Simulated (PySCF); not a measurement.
Broadened absorption spectrum of ethyl propyl sulfide

Species: ethyl propyl sulfide, C₅H₁₂S.
SMILES: `CCCSCC`

Method used: PySCF, TDDFT B3LYP/def2-SVPD, vertical, gas phase, core orbitals frozen in the response. The structure is a single GFN2-xTB conformer in the gas phase; no vibrational or solvent corrections. Torsions of this conformer, `[CH3:1][CH2:2][CH2:3][S:4][CH2:5][CH3:6]`: C1–C2–C3–S4 65°, C2–C3–S4–C5 80°, C3–S4–C5–C6 78°.

Computed states:

```csv
state,E (eV),f
S1,5.38,0.0050
S2,5.60,0.032
S3,5.96,0.017
S4,6.27,0.0025
S5,6.50,0.014
S6,6.62,0.010
S7,6.96,0.016
S8,7.26,0.018
```

Each state is given a Gaussian of 0.25 eV full width at half maximum, with ε(max) = 2.175×10⁸ f / Δν̃ (Δν̃ the width in cm⁻¹). The width is an assumption, not a result. The curve ends short of the highest state used, and states not computed would add to its high-energy end.

Q: What does the envelope look like, and where are its maxima?

A: 
(λ (nm), ε (L mol⁻¹ cm⁻¹)): (186.1, 1566), (187.2, 1921), (188.3, 2170), (189.4, 2249), (190.5, 2140), (191.7, 1844), (192.8, 1486), (193.9, 1127), (195.0, 829), (196.2, 599), (197.3, 470), (198.4, 402), (199.5, 387), (200.7, 443), (201.8, 577), (202.9, 798), (204.0, 1087), (205.2, 1424), (206.3, 1678), (207.4, 1818), (208.5, 1813), (209.7, 1659), (210.8, 1444), (211.9, 1242), (213.0, 1132), (214.2, 1189), (215.3, 1430), (216.4, 1830), (217.5, 2330), (218.7, 2883), (219.8, 3289), (220.9, 3518), (222.0, 3531), (223.2, 3310), (224.3, 2949), (225.4, 2510), (226.5, 2065), (227.7, 1631), (228.8, 1305), (229.9, 1049), (231.0, 850), (232.1, 692), (233.3, 548), (234.4, 434), (235.5, 334), (236.6, 248), (237.8, 172), (238.9, 117), (240.0, 77), (241.1, 48), (242.3, 27), (243.4, 16), (244.5, 9), (245.6, 5), (246.8, 2), (247.9, 1)

Maxima: 222 nm (5.60 eV), ε about 3600, made up of S2 (98%); 208 nm (5.96 eV), ε about 1800, made up of S3 (99%); 189 nm (6.55 eV), ε about 2200, made up of S5 (60%) and S6 (39%) (ε in L mol⁻¹ cm⁻¹; maxima over ε = 5, shares over 10%).

Q: Coming from long wavelengths, where does ε first pass 100 L mol⁻¹ cm⁻¹?

A: At about 239 nm (5.18 eV), 0.20 eV below S1.

Q: What would ε be at 5.60 eV, the highest of these maxima, with half the width (0.125 eV)?

A: About 6970 L mol⁻¹ cm⁻¹ against 3550, a factor of about 1.96; a lone state at its own centre would give exactly 2.

Q: On this curve, what absorbance would a 10⁻⁴ mol/L sample give at 193 nm over a 1 cm path?

A: 193 nm is 6.424 eV, where ε is about 1400 L mol⁻¹ cm⁻¹, so A = ε c l ≈ 0.14 (Beer–Lambert, with the gas-phase spectrum and the assumed width).

Hardware: Arm Neoverse V1, one thread (shared host). Cost: 34 s of wall time.
